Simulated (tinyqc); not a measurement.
Worked calculation: LCCD on RHF in the sto-6g basis, for H2F+, spin multiplicity 1. One step of it, computed by the program tinyqc.

Task: Orthogonalisation. S = U s U^T; symmetric (Loewdin) form X = U s^(-1/2) U^T, so that X^T S X = 1.

overlap S, lower triangle:
```
           1F 1s     1F 2s    1F 2px     1F 2py    1F 2pz     2H 1s     3H 1s
1F 1s   1.000000
1F 2s   0.232479  1.000000
1F 2px  0.000000  0.000000  1.000000
1F 2py  0.000000  0.000000  0.000000   1.000000
1F 2pz  0.000000  0.000000  0.000000   0.000000  1.000000
2H 1s   0.036611  0.363476  0.000000   0.260358  0.143675  1.000000
3H 1s   0.036611  0.363476  0.000000  -0.260358  0.143675  0.151491  1.000000
```

Give: eigenvalues of S; X.

Result:

eigenvalues of S: 0.483  0.548  0.913  1.000  1.072  1.300  1.683

X, lower triangle:
```
         1F 1s   1F 2s  1F 2px  1F 2py  1F 2pz   2H 1s  3H 1s
1F 1s    1.022
1F 2s   -0.132   1.136
1F 2px   0.000   0.000   1.000
1F 2py   0.000   0.000   0.000   1.066
1F 2pz  -0.004   0.045   0.000   0.000   1.017
2H 1s    0.016  -0.202   0.000  -0.164  -0.078   1.104
3H 1s    0.016  -0.202   0.000   0.164  -0.078  -0.058  1.104
```
